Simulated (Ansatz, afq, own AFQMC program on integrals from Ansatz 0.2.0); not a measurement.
Integrals from Ansatz 0.2.0, then the random walk in our own AFQMC program (afq).

```yaml
crystal:
  periodic: [false, false, false]
  atoms:
    - {symbol: Al, position_ang: [-0.971228, 0.000000, 0.000000]}
    - {symbol: H, position_ang: [-1.764152, 1.373384, 0.000000]}
    - {symbol: H, position_ang: [-1.764152, -1.373384, 0.000000]}
    - {symbol: H, position_ang: [0.903772, 0.000000, 0.000000]}
    - {symbol: N, position_ang: [2.059772, 0.000000, 0.000000]}
basis:
  gaussian: {orbitals: cc-pVTZ}
magnetization: {spin_polarized: true, initial_magnetization: 3}
correlation: {method: ccsd_t, electrons: outside_noble_gas, hamiltonian_folder: ham}
```

```sh
$ ansatz run in.yaml --threads 1 --pin off --events-out ev --progress --plain --max-ram 24576MiB --backend cuda --devices 0, --max-vram 18GiB
```

afq runs on the folder ham with

```
--method phaseless --trial cisd --walkers 1000 --populations 20 --least-time 60 --time-step 0.005 --steps-per-block 50 --equilibration-blocks 28 --max-blocks 4000 --target-error 0.0002 --factor-cut 1e-05 --start spin_pure --seed 1735 --release-times 0.24,0.51,0.99,1.62,2.4 --release-step 0.03 --release-every 3 --taylor-order 6
```

Times are imaginary, in 1/Eh. The walk had a cap of 237 s. With eight or more populations the least sampling time is a fifth of least-time, and the error comes from their spread.

Output of the walk:

```
orbitals 100  electrons 7 4  factors 622 of 629
reference energy -297.99006937 Eh
CCSD correlation -0.25383869 Eh in 12 cycles, weight of the determinant in the CISD state 0.8872
energy of the start -298.242598 Eh
 block  time / (1/Eh)  mean weight  energy / Eh
     1     0.250  1.0000  -298.241055
     2     0.500  1.0001  -298.242797
     3     0.750  1.0005  -298.245597
     4     1.000  0.9994  -298.246824
     5     1.250  0.9996  -298.248866
    12     3.000  1.0005  -298.251759
    19     4.750  0.9995  -298.250944
    26     6.500  0.9998  -298.251981
    30     7.500  0.9995  -298.253019
    33     8.250  0.9987  -298.251377
    40    10.000  1.0001  -298.250186
    47    11.750  0.9996  -298.251513
    54    13.500  1.0005  -298.251381
    61    15.250  1.0015  -298.252595
    68    17.000  1.0007  -298.250987
    70    17.500  1.0007  -298.250167
    75    18.750  0.9993  -298.250789
    78    19.500  1.0005  -298.250790
error from the spread of 20 populations
released: time / (1/Eh)  energy / Eh  error  mean overlap
  0.24  -298.251529  0.000183  1.0037
  0.51  -298.251948  0.000172  0.9919
  0.99  -298.252347  0.000143  0.9741
  1.62  -298.252164  0.000194  0.9624
  2.40  -298.252620  0.000390  0.9492
energy -298.251436 +/- 0.000196 Eh
(rows thinned)
```

The run passed its tests (sampling time, drift between the halves within three errors, error under three times the target), which doesn't prove that it has relaxed.

Against this walk (error 5.3 meV) on the same determinant: CCSD(T) 19.6 meV higher, CCSDT(Q) 18.6 meV lower. The error is statistical and leaves out the bias of the constraint. Released to 2.40 1/Eh the energy lies 32 ± 12 meV (both errors) below the phaseless value, which shows part or all of the bias of the constraint, and CCSDT(Q) lies 13.6 meV above the released value.

Cautions: constraint bias not in the error; lower spins were not checked.

The walk took 60 s on 1 × NVIDIA H100 80GB HBM3 with 2 threads of AMD EPYC 7R13 Processor (Zen 3) (shared host) (the card was shared). The log's last line is the phaseless energy.

CCSDT and higher add their correlation energy to the determinant of the CCSD(T) run, since their own runs factorise the integrals more tightly (a shift of under 2 meV). A walk keeps the symmetry of its determinant, which the program's search chose and which needn't be the lowest solution, so a lower state of the same spin and another symmetry isn't excluded.
